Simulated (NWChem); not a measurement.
# C2H, doublet; SMILES [C]#C

Computed with NWChem. Spin-unrestricted. Spin-contaminated determinants: UHF/aug-pcseg-1 (<S²> = 1.14), UHF/pcseg-2 (<S²> = 1.14). All runs use the structure optimised with PBE0/def2-SVP, spin-unrestricted. No stability test was run on the SCF state.

For level UHF/aug-pcseg-1:

- lowest empty minus highest occupied level, either spin (eV) = 11.74

Estimate the same quantities for level UHF/pcseg-2.


| Property | Value |
|---|---|
| lowest empty minus highest occupied level, either spin (eV) | 12.14 |
